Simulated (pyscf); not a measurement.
H₂O + H₂N–B(Cl)–Cl → HO–B(Cl)–Cl + NH₃, a four-centre exchange (singlet surface; H–O, B–N broken, B–O, H–N formed). Single points on ωB97X-D3(BJ)/def2-SVP structures (PySCF, gas phase). Energies in kJ/mol from the separated reactants.

Small-basis levels: PySCF, no dispersion term, spherical d functions. 

### Question
Quick MP2/6-31G* single points give ΔE‡ = 33.2 kJ/mol and ΔE = -14.4 kJ/mol. What does ωB97M-D3(BJ)/def2-TZVP give, and how far is the quick result from it?

### Answer
ωB97M-D3(BJ)/def2-TZVP gives ΔE‡ = 46.8 kJ/mol and ΔE = -8.8 kJ/mol. MP2/6-31G* lies 13.5 kJ/mol under it in the barrier and 5.6 kJ/mol under it in the reaction energy, so on this step it does not hold to within 12.6 kJ/mol. ωB97M-D3(BJ)/def2-TZVP has limits of its own. On the reactant side the descent ends in an adduct with a B–O contact, 8.8 kJ/mol over the separated species and 37.4 kJ/mol under the saddle at ωB97X-D3(BJ)/def2-TZVP. On the product side the descent ends in an adduct with a B–N contact, 83.5 kJ/mol under the separated species and 137.4 kJ/mol under the saddle at ωB97X-D3(BJ)/def2-TZVP. What is counted as formed (B–O) is already present as a longer contact in the reactant adduct; forming that adduct is a step of its own. What is counted as broken (B–N) persists as a longer contact in the product adduct; parting that adduct is a step of its own. One saddle was located; it need not be the lowest between these sides.
